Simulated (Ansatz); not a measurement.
cyclo-(PH)4 (P4H4), relaxed as a singlet with RKS r2SCAN-D4/def2-SVP in Ansatz, starting from the GFN2-xTB geometry. Force threshold 0.02 eV/Å.

Start:

```xyz
8

P    -0.709   -1.117    0.936
P     1.115    0.138    1.238
P     1.282    0.073   -0.989
P    -0.900   -0.221   -1.067
H    -1.602   -0.246    1.564
H     0.418    1.355    1.265
H     1.238    1.453   -1.194
H    -0.842   -1.436   -1.752
```

Problem. Estimate the energy that the relaxation releases and the steps that it takes.

Solution. 19.6 kJ/mol, in 7 steps; 24 s on 4 threads of Arm Neoverse N1 on a shared host. No frequencies were taken in this run, so the end may be a saddle point.

Problem. Does the start keep its bonding and symmetry?

Solution. By distances, no bond broke or formed. The bond that changes most is P3–P4, from 2.20 to 2.26 Å (atoms count from 1). Point group Cs at the start, Cs at the end, both within 0.05 Å.

Problem. Predict the relaxed structure.

Solution. 
```xyz
8

P    -0.586   -1.201    0.964
P     1.054    0.346    1.300
P     1.363   -0.036   -0.926
P    -0.898   -0.110   -0.994
H    -1.608   -0.548    1.726
H     0.184    1.474    1.099
H     1.534    1.330   -1.320
H    -1.043   -1.255   -1.849
```
Bond lengths: 4 × P–P 2.26 to 2.28 Å; 4 × H–P 1.43 to 1.44 Å.
